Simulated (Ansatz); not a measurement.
Relaxation of H7NSSi (10 atoms, charge 0, multiplicity 1), to a largest force component of 0.03 eV/Å in at most 50 steps.

Theory: RKS BHLYP-D4/def2-SVP in Ansatz 0.2.0.

```xyz
10
Properties=species:S:1:pos:R:3:forces:R:3
Si 0.462 -0.374 -0.484 0.00 0.04 -0.11
N -0.320 -0.308 2.435 0.74 -0.35 0.12
H -0.892 -0.753 3.143 0.03 0.01 -0.02
H -0.205 0.657 2.716 -0.02 -0.03 0.00
H 1.025 -0.252 -1.851 0.00 0.00 0.00
H 0.702 0.917 0.189 0.00 -0.01 0.00
H -0.971 -0.700 -0.584 0.00 0.01 0.00
S 1.557 -2.012 0.406 0.09 -0.14 -0.13
H 0.499 -2.526 1.044 -0.01 0.00 0.01
H 0.615 -0.744 2.479 -0.83 0.46 0.11
```

Question: Where does it end, and by what steps?

Answer: It converged. After 14 steps the energy has fallen by 0.155 eV; H10 moved furthest, 1.11 Å.

```json
{"step": "0", "energy less start (eV)": "0.0000", "largest force component (eV/Å)": "0.825", "accepted": "yes"}
{"step": "1", "energy less start (eV)": "-0.0434", "largest force component (eV/Å)": "0.504", "accepted": "yes"}
{"step": "2", "energy less start (eV)": "-0.0552", "largest force component (eV/Å)": "0.383", "accepted": "yes"}
{"step": "3", "energy less start (eV)": "-0.0522", "largest force component (eV/Å)": "0.935", "accepted": "no"}
{"step": "4", "energy less start (eV)": "-0.0801", "largest force component (eV/Å)": "0.238", "accepted": "yes"}
{"step": "5", "energy less start (eV)": "-0.0955", "largest force component (eV/Å)": "0.256", "accepted": "yes"}
{"step": "6", "energy less start (eV)": "-0.1008", "largest force component (eV/Å)": "0.658", "accepted": "yes"}
{"step": "7", "energy less start (eV)": "-0.1243", "largest force component (eV/Å)": "0.208", "accepted": "yes"}
{"step": "8", "energy less start (eV)": "-0.1282", "largest force component (eV/Å)": "0.429", "accepted": "yes"}
{"step": "9", "energy less start (eV)": "-0.1357", "largest force component (eV/Å)": "0.417", "accepted": "yes"}
{"step": "10", "energy less start (eV)": "-0.1453", "largest force component (eV/Å)": "0.160", "accepted": "yes"}
{"step": "11", "energy less start (eV)": "-0.1515", "largest force component (eV/Å)": "0.080", "accepted": "yes"}
{"step": "12", "energy less start (eV)": "-0.1536", "largest force component (eV/Å)": "0.063", "accepted": "yes"}
{"step": "13", "energy less start (eV)": "-0.1541", "largest force component (eV/Å)": "0.076", "accepted": "yes"}
{"step": "14", "energy less start (eV)": "-0.1545", "largest force component (eV/Å)": "0.028", "accepted": "yes"}
```

```xyz
10
Properties=species:S:1:pos:R:3
Si 0.516 -0.399 -0.821
N -0.157 -0.610 2.808
H -0.952 -1.078 3.225
H -0.478 0.298 2.496
H 0.935 -0.451 -2.240
H 1.075 0.829 -0.199
H -0.963 -0.292 -0.762
S 1.238 -2.170 0.118
H 0.745 -1.779 1.319
H 0.512 -0.445 3.548
```

Run time: 25 s on 2 threads of Arm Neoverse V2, on a shared host, peak memory 0.16 GiB.
